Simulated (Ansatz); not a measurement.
phosphine (H₃P), SMILES P.

Geometry optimised at PBE0-D3(BJ)/def2-TZVPD.

Two levels are set side by side: PBE/def2-TZVPD (Ansatz, a quantum-chemistry and plane-wave program) and CAM-B3LYP/def2-TZVPD (Ansatz). Energy differences of separate SCF runs at the same geometry; the states with an electron removed or added have multiplicity 2 and 2. Differences are taken from unrounded values.

| quantity | CAM-B3LYP | PBE | PBE minus CAM-B3LYP |
|---|---|---|---|
| vertical ionisation energy (eV) | 10.58 | 10.49 | -0.09 |
| vertical singlet–triplet gap (eV) | 5.91 | 5.72 | -0.19 |
